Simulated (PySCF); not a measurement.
**`InChI=1S/C3H7OP/c1-3-2-5(3)4/h3,5H,2H2,1H3/t3-/m1/s1`**

Molfile (atoms numbered from 1):
```
C3H7OP
     RDKit          3D

 12 12  0  0  0  0  0  0  0  0999 V2000
   -1.4908    0.0398   -0.4069 C   0  0  0  0  0  0  0  0  0  0  0  0
   -0.2975    0.1326    0.5118 C   0  0  2  0  0  0  0  0  0  0  0  0
    0.9856    0.8315   -0.0262 C   0  0  0  0  0  0  0  0  0  0  0  0
    1.1142   -0.9393    0.2149 P   0  0  2  0  0  5  0  0  0  0  0  0
    1.2335   -1.9870   -0.8421 O   0  0  0  0  0  0  0  0  0  0  0  0
   -1.9497    1.0297   -0.5592 H   0  0  0  0  0  0  0  0  0  0  0  0
   -2.2540   -0.6331    0.0106 H   0  0  0  0  0  0  0  0  0  0  0  0
   -1.2019   -0.3606   -1.3906 H   0  0  0  0  0  0  0  0  0  0  0  0
   -0.5351    0.3556    1.5592 H   0  0  0  0  0  0  0  0  0  0  0  0
    1.5148    1.5276    0.6329 H   0  0  0  0  0  0  0  0  0  0  0  0
    0.9317    1.1688   -1.0678 H   0  0  0  0  0  0  0  0  0  0  0  0
    1.7786   -1.1545    1.4475 H   0  0  0  0  0  0  0  0  0  0  0  0
  1  2  1  0
  2  3  1  0
  3  4  1  0
  4  5  2  0
  4  2  1  0
  1  6  1  0
  1  7  1  0
  1  8  1  0
  2  9  1  1
  3 10  1  0
  3 11  1  0
  4 12  1  1
M  END
```

Method: GIAO KT3/pcSseg-1 magnetisability, rotational g tensor and spin-rotation constants, non-relativistic, gas phase (PySCF). Geometry: PBE0-D3(BJ)/def2-SVP.

(1) What are the magnetisability and the molar susceptibility?

(2) Split it along the inertial axes a, b, c into diamagnetic and paramagnetic parts about the centre of mass, with the quadrupole moment.

(3) And the rotational g tensor?

## Answers

(1) Isotropic -946 × 10⁻³⁰ J/T², or -57.0 × 10⁻⁶ cm³/mol; principal values -1075, -889, -875 × 10⁻³⁰ J/T², anisotropy 194 × 10⁻³⁰ J/T² (root of half the summed squared differences of the principal values). The susceptibility is in cgs units.

(2) 
| axis | χ (10⁻⁶ cm³/mol) | diamagnetic (10⁻⁶ cm³/mol) | paramagnetic (10⁻⁶ cm³/mol) | summed x² of all electrons (Å²) | quadrupole Θ (D Å) |
| --- | --- | --- | --- | --- | --- |
| a | -53.6 | -268.6 | 215.0 | 83.0 | -3.94 |
| b | -61.2 | -439.6 | 378.5 | 42.7 | +0.68 |
| c | -56.2 | -533.1 | 477.0 | 20.6 | +3.26 |

Anisotropies 2χaa − χbb − χcc = +10.1 and 2χbb − χaa − χcc = -12.6 × 10⁻⁶ cm³/mol. Θ is traceless in Buckingham's convention.

(3) 
| axis | rotational constant (GHz) | g | nuclear part | electronic part |
| --- | --- | --- | --- | --- |
| a | 6.7492 | -0.0383 | 0.6434 | -0.6817 |
| b | 3.3761 | -0.0115 | 0.5888 | -0.6003 |
| c | 2.6904 | -0.0174 | 0.5855 | -0.6028 |

Asymmetric top; isotopes 12C, 1H, 16O, 31P; no vibrational averaging.
